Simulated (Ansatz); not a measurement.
Basis-set extrapolation for C$_{3}$H$_{5}$NO, SMILES `COC1=NC1` (PBE0-D4/def2-TZVP geometry, frozen core, the Gaussian-basis code of Ansatz). Multiplicity 1, RHF reference.

```json
{"": "HF", "def2-TZVPP": "-245.835481", "def2-QZVPP": "-245.846695"}
{"": "MP2 correlation", "def2-TZVPP": "-0.922625", "def2-QZVPP": "-0.985915"}
{"": "CCSD(T) correlation", "def2-TZVPP": "-0.987448", "def2-QZVPP": "not run"}
```

Energies in hartree. Use E(X) = E(∞) + A·exp(−7.88·√X) for Hartree–Fock and E(X) = E(∞) + B·X^(−2.97) for correlation, with X = 3 and 4, and add CCSD(T) minus MP2 of the smaller set to the MP2 limit.

**Question.** What is the CCSD(T) energy at the basis-set limit?

**Answer.** HF limit: -245.846695 + (-0.011214) × 0.13774 = -245.84824. MP2 limit: -0.985915 + (-0.063290) × 0.74074 = -1.03280. Higher-order term: -0.987448 − (-0.922625) = -0.06482. Total: -246.94586 hartree, 77.1 kcal/mol below CCSD(T)/def2-TZVPP.
